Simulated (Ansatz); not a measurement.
Input for Ansatz (development build ahead of 0.2.0):

```yaml
crystal:
  periodic: [false, false, false]
  atoms:
    - { symbol: H, position_ang: [0.0, 0.0, 0.50435] }
    - { symbol: F, position_ang: [0.0, 0.0, -0.50435] }
basis:
  gaussian: { orbitals: STO-3G }
magnetization:
  spin_polarized: true
hamiltonian:
  xc: hf
correlation:
  method: ccsd_t
  frozen_orbitals: { F: 1, H: 0 }
```

The input is written out in the form of the current development build from the run's settings.

Output:

| Item | Value |
| --- | --- |
| Converged | yes |
| Reference energy | -98.56953 hartree |
| CCSD correlation energy | -0.03357 hartree |
| Triples correction | 0.00000 hartree |
| Total energy | -98.60310 hartree |
| Spin squared of the determinant | 0.000 |
